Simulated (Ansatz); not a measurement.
# MgCl radical (SMILES [Mg][Cl]): one structure at several levels

The task here is to estimate one member of a computed series from the others.

Program: Ansatz 0.2.0, Gaussian basis. Level of theory: single points in def2-TZVPP. These are calculated values, not measurements.

Correlated methods freeze the cores. The outer core shell of Li, Na, Mg and K is correlated. Orbitals are unrestricted.

## The system as given

SMILES `[Mg][Cl]`, 2 atoms, charge 0, spin multiplicity 2.

Atoms are counted from 1 here; the program's logs count them from 0.

Bond lengths: Mg1–Cl2 2.124 Å.

As a file:

| atom | x (Å) | y (Å) | z (Å) |
| --- | --- | --- | --- |
| Mg1 | 0.92980 | -0.43720 | 0.37020 |
| Cl2 | -0.86660 | 0.32350 | -0.47050 |

The first run:

File run/in.yaml:

```yaml
crystal:
  periodic: [false, false, false]
  atoms:
    - {symbol: Mg, position_ang: [0.929800, -0.437200, 0.370200]}
    - {symbol: Cl, position_ang: [-0.866600, 0.323500, -0.470500]}
basis:
  gaussian: {orbitals: def2-TZVPP}
magnetization: {spin_polarized: true, initial_magnetization: 1}
correlation: {method: ccsd_t}
scf: {omitted_lower_state_checks: [cluster_reference]}
output: {forces: true}
```

The command line of these runs was not kept.

Steps of the session up to this table: CCSD(T)/def2-TZVPP; PBE0-D4/def2-TZVPP; wB97M-V/def2-TZVPP; r2SCAN-D4/def2-TZVPP; PBE-D4/def2-TZVPP; BLYP-D4/def2-TZVPP; r2SCAN0-D4/def2-TZVPP.

One table of the session follows, with a row left open; its other results are not shown here.

```
    method  RMS force component (eV/Å)  dipole (D)
   CCSD(T)                       0.705        2.95
   PBE0-D4                       0.653        2.95
   wB97M-V                       0.701        3.22
 r2SCAN-D4                       0.668        2.97
    PBE-D4                           ?           ?
   BLYP-D4                       0.815        2.89
r2SCAN0-D4                       0.623        3.07
```

Estimate the missing values for PBE-D4.

**Answer.** RMS force component (eV/Å): 0.740; dipole (D): 2.81. In the column «RMS force component (eV/Å)» it lies between CCSD(T) (0.705) and BLYP-D4 (0.815).
